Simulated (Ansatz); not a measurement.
Reaction (substitution at a C–C bond): `C#CC(=N)S` + CH₃NH₂ → `C#CNC` + `N=CS`

Calculated with Ansatz (gas phase, PBE0-D4/def2-TZVP geometries, no zero-point term in ΔE). CBS: MP2 limit from def2 TZ/QZ plus the TZ coupled-cluster correction, frozen cores. This one scheme is used for every species. One conformer a species, not always the lowest.

```tsv
species	HF/def2-TZVPP energy (Eh)
`C#CC(=N)S`	-567.31672
CH₃NH₂	-95.25712
`C#CNC`	-170.94706
`N=CS`	-491.62172
```

**Question.** Work out ΔE.

**Answer.** ΔE = (-170.94706) + (-491.62172) − (-567.31672) − (-95.25712) = 0.00506 Eh = +3.2 kcal/mol. CCSD(T)/CBS gives +7.3 kcal/mol.

Largest T1 diagnostic among the species: 0.014.

The D4 term adds +0.7 kcal/mol with B3LYP and +0.4 kcal/mol with PBE0; it sums over pairs of atoms, weighted by their polarisabilities, and B3LYP, whose exchange is more repulsive, gets the larger term. In def2-TZVPP, CCSD(T) changes the Hartree–Fock value by +3.8 kcal/mol (the triples alone add +0.7 kcal/mol) and MP2 by +4.8 kcal/mol.

B3LYP here is the variant with VWN-RPA as its local correlation; programs differ in this.
